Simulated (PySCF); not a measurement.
C₂H₅, SMILES [CH2]C (connectivity only; charge and spin as stated), charge +1, multiplicity 1. Heavy atoms are numbered as in [CH2:1][CH3:2]. Hydrogens are named by the atom that carries them.

Geometry: B3LYP-D3(BJ)/def2-TZVP. A frequency run showed that this geometry is not a minimum. The multiplicity is an assumed one; other spin states were not compared. The isomer is the one that the SMILES or the coordinates give; other isomers of the formula were not compared.

Level of theory: KT2/pcSseg-2 (PySCF).

GIAO shieldings, no solvent; atoms alike by connectivity are averaged. δ = σ(ref) − σ: ¹³C against TMS (σ = 184.2 ppm); ¹H against TMS (σ = 31.47 ppm), references at their B3LYP-D3(BJ)/def2-TZVP geometries, non-relativistic.

| nucleus | atoms | count | δ (ppm) |
|---|---|---|---|
| ¹³C | C1 (CH2) | 1 | 326.7 |
| ¹³C | C2 (CH3) | 1 | 70.3 |
| ¹H | H on C1 | 2 | 12.97 |
| ¹H | H on C2 | 3 | 5.91 |
